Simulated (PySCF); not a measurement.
## Working with the constants of MgS⁻

ωB97X constants of MgS⁻, ²Σ⁺ (doublet), unpaired electrons σ ↑ (basis Mg aug-cc-pVDZ, S aug-cc-pV(D+d)Z; no relativity; PySCF 2.14; masses 23.9850 and 31.9721 u):

| Item | Value |
| --- | --- |
| ωe | 479.5 cm⁻¹ |
| ωexe | 2.86 cm⁻¹ |
| Be | 0.24884 cm⁻¹ |
| αe | 0.00169 cm⁻¹ |
| D (centrifugal) | 2.68e-07 cm⁻¹ |
| De to Mg + S⁻ | 2.00 eV |

Give the vibrational terms G(v) and spacings up to v = 6.

G(v) = ωe(v+½) − ωexe(v+½)².

| v | G(v) (cm⁻¹) | G(v) − G(v−1) | Bv (cm⁻¹) |
| --- | --- | --- | --- |
| 0 | 239 |  | 0.2480 |
| 1 | 713 | 474 | 0.2463 |
| 2 | 1181 | 468 | 0.2446 |
| 3 | 1643 | 462 | 0.2429 |
| 4 | 2100 | 457 | 0.2412 |
| 5 | 2551 | 451 | 0.2395 |
| 6 | 2996 | 445 | 0.2379 |

How well does the Morse estimate ωe²/(4ωexe) reproduce De, and what is D0?

It gives 2.49 eV, 125 % of the computed De. D0 = De − G(0) = 2.00 − 0.03 = 1.97 eV.

For an ion De counts to the pair picked by the measured ionisation energies or electron affinities, which need not be the lowest pair at this level. The state is the lowest determinant that a PBE0 search found; another state may lie lower at other levels.
